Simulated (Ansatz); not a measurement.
The input, for Ansatz 0.2.0:

```yaml
crystal:
  periodic: [false, false, false]
  atoms:
    - {symbol: B, position_ang: [0.000000, 0.000000, 0.000000]}
    - {symbol: Cl, position_ang: [0.000000, 0.000000, 1.696600]}
basis:
  gaussian: {orbitals: "6-31++G**"}
magnetization: {spin_polarized: false}
hamiltonian: {xc: hf}
scf: {lower_state_search: off}
output: {forces: true, orbitals: {seedname: orbitals}}
```

```sh
$ ansatz run in.yaml --threads 1 --pin off --events-out ev --progress --plain --max-ram 2393MiB
```

Output:

```
these checks for a lower state are left out or cut short: stability, starts, cluster_reference, orbital_swaps, neighbouring_geometries, increment
360 factors; integrals over basis functions are off by at most 8.0e-4 eV
mean field evaluation 1: about -13172.8997 eV, gradient 9.7e0 eV
mean field evaluation 2: about -13172.9030 eV, gradient 9.7e0 eV
mean field evaluation 4: about -13173.3290 eV, gradient 1.4e0 eV
mean field evaluation 8: about -13173.3458 eV, gradient 7.8e-4 eV
mean field -13173.34577274 eV, -484.1115279337 hartree, gradient 2.5e-6 eV, S^2 0.000000; 0 other end points of the search recorded, 0 dependent functions left out
the calculation of the forces begins
reference -13173.34577274 eV, -484.1115279337 hartree; 11, 11 occupied and 31, 31 virtual orbitals, 360 factors
Total energy: -13173.34577274 eV, -484.1115279337 hartree
Atom 0 at     0.000000     0.000000     0.000000 Å, force    -0.000000    -0.000000    -0.646721 eV/Å
Atom 1 at     0.000000     0.000000     1.696600 Å, force     0.000000    -0.000000     0.646721 eV/Å
Dipole moment:    -0.000000    -0.000000     0.270448 e Å
Checks for a lower state left out: stability, starts, cluster_reference, orbital_swaps, neighbouring_geometries, increment
```

Forces (eV/Å):
```
B    0.000  0.000 -0.647
Cl   0.000  0.000  0.647
```

Ran on 1 thread of Arm Neoverse N1, shared host: 0.39 s wall, 0.07 GiB peak host memory.
